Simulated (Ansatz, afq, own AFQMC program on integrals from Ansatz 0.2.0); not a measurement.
**Breaking C1–Se2 in CH$_{4}$Se, singlet**

```yaml
atoms:
  - { symbol: C, position_ang: [-0.1322, -0.3510, -0.3899] }
  - { symbol: Se, position_ang: [0.8576, 0.2576, 1.1737] }
  - { symbol: H, position_ang: [-1.2067, -0.4149, -0.1768] }
  - { symbol: H, position_ang: [0.2466, -1.3563, -0.6174] }
  - { symbol: H, position_ang: [0.0509, 0.3024, -1.2522] }
  - { symbol: H, position_ang: [0.1837, 1.5622, 1.2626] }
```

Products: CH3 (doublet; CH3) and HSe (doublet), each relaxed with PBE0/def2-SVP like the molecule; electronic energies without zero-point terms. Determinants: RHF, UHF and UHF in that order.

Basis def2-TZVP. Only valence electrons are correlated. Ansatz 0.2.0 and our own AFQMC program on the same integrals; the CISD trial comes from CCSD amplitudes, and released means the phaseless constraint is let go. ± is one standard error of the sampling. No spin–orbit coupling. The errors of all members are added in quadrature.

No full CI on the walks' own integrals is used here; CCSDT(Q) serves as the reference and is uncertain by about the last step of the cluster series. Each member takes its own surest rung, up to full CI.

The best estimate is CCSD(T) at the basis-set limit (CBS: def2-TZVPP and def2-QZVPP, with their diffuse functions for anions and beside diffuse sets, CCSD(T) itself extrapolated) plus the step from CCSD(T) to CCSDT(Q) in def2-TZVP. Rows without CBS are in def2-TZVP; B2PLYP and the wave-function rows carry a basis error of their own. Core correlation and relativity beyond core potentials are missing, and ± holds the sampling alone.

Cautions: inner d shell frozen; no relativity below Rb; no spin-orbit coupling.

Best estimate: 70.7 kcal/mol.

```
         level  bond energy (kcal/mol)  error against the best estimate (kcal/mol)
            HF                    39.0                                       -31.7
           MP2                    71.3                                         0.6
          CCSD                    64.8                                        -5.9
       CCSD(T)                    67.6                                        -3.1
         CCSDT                    67.4                                        -3.3
      CCSDT(Q)                    67.6                                        -3.1
 ph-AFQMC/CISD              67.6 ± 0.1                                  -3.1 ± 0.1
released AFQMC              67.6 ± 0.1                                  -3.1 ± 0.1
        HF/CBS                    38.9                                       -31.8
       MP2/CBS                    74.6                                         3.9
   CCSD(T)/CBS                    70.7                                         0.0
           PBE                    71.7                                         1.0
        r2SCAN                    66.4                                        -4.3
          PBE0                    69.3                                        -1.3
         B3LYP                    65.4                                        -5.3
       wB97M-V                    70.1                                        -0.5
        B2PLYP                    67.1                                        -3.5
```

Correlation beyond CCSD(T) changes it by less than 2 meV. Going to the basis-set limit adds 3.1 kcal/mol at CCSD(T). The perturbative (T) step is worth +2.8 kcal/mol.

Best estimates are given only where the step beyond CCSD(T) is under 0.3 eV and no member's determinant is very poor (T1 over 0.05, or 0.07 for open shells, ⟨S²⟩ too high by 0.3, two states mixed), so the hardest cases are missing from such tables.

The functionals ran in a triple-zeta set and keep a basis error of their own, a few kJ/mol for each bond in atomization energies and more for double hybrids, so close places among them and the extrapolated levels can swap.

CCSDT and higher add their correlation energy to the determinant of the CCSD(T) run, since their own runs factorise the integrals more tightly (a shift of under 2 meV). Each member of a difference takes its own highest rung, so a best estimate needn't equal the limit plus the step of one row. A walk keeps the symmetry of its determinant, which the program's search chose and which needn't be the lowest solution, so a lower state of the same spin and another symmetry isn't excluded. Released energies are given only where the last usable release times agree within the noise; a slower fall can still hide under it.
